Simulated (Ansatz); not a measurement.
Geometry optimisation, UKS LDA/def2-SVP in Ansatz.

Input:

```yaml
crystal:
  periodic: [false, false, false]
  atoms:
    - { symbol: Si, position_ang: [0.000355, 0.0, -0.334728] }
    - { symbol: Cl, position_ang: [-0.000348, 0.0, 2.981144] }
    - { symbol: H, position_ang: [1.456447, 0.0, -0.706048] }
    - { symbol: H, position_ang: [-0.72762, 1.260982, -0.706296] }
    - { symbol: H, position_ang: [-0.72762, -1.260982, -0.706296] }
    - { symbol: F, position_ang: [0.000186, 0.0, 4.573623] }
magnetization:
  spin_polarized: true
  initial_magnetization: 1
basis:
  gaussian: { orbitals: def2-SVP }
hamiltonian:
  xc: lda
relax:
  f_tol: 0.03
  max_steps: 50
```

Command:

```bash
$ ansatz run input.yaml --threads 1 --pin off --max-ram 2048MiB --backend cpu --events-out ev --progress --plain --runs-dir out
```

Problem. Where does it end, and by what steps?

Solution. It converged. The force dipped under the threshold on the way, but the program's further checks kept it going. After 33 steps the energy has fallen by 4.317 eV; F6 moved furthest, 2.59 Å. Parted: Cl2–F6 (1.59 → 2.94 Å). Joined: Si1–Cl2 (3.32 → 2.06 Å), Si1–F6 (4.91 → 1.62 Å).

```
step  energy less start (eV)  largest force component (eV/Å)  accepted
   0                  0.0000                           3.229       yes
   2                 -0.5304                           3.098       yes
   4                 -1.3593                           1.791       yes
   6                 -1.6006                           0.330       yes
   8                 -1.6904                           0.450       yes
  10                 -1.8668                           0.329       yes
  12                 -2.0042                           0.131       yes
  14                 -2.0968                           0.202       yes
  16                 -2.1799                           0.123       yes
  18                 -2.1965                           0.037       yes
  20                 -2.2033                           0.078       yes
  22                 -2.5916                           1.383       yes
  24                 -3.0719                           5.270        no
  26                 -3.5979                           1.075       yes
  28                 -4.1636                           1.310       yes
  30                 -4.3070                           0.225       yes
  32                 -4.3167                           0.040       yes
  33                 -4.3169                           0.014       yes
```

```xyz
6
Properties=species:S:1:pos:R:3
Si -0.124 0.000 0.947
Cl -1.980 0.000 1.849
H 1.342 0.000 -0.218
H -0.089 1.298 0.182
H -0.089 -1.298 0.182
F 0.942 0.000 2.160
```

Whether the end is a true minimum wasn't checked by a vibrational analysis.

Run time: 52 s on 1 thread of AMD EPYC 7R43 64-Core Processor (Zen 3), with other jobs on the host, peak memory 0.15 GiB.
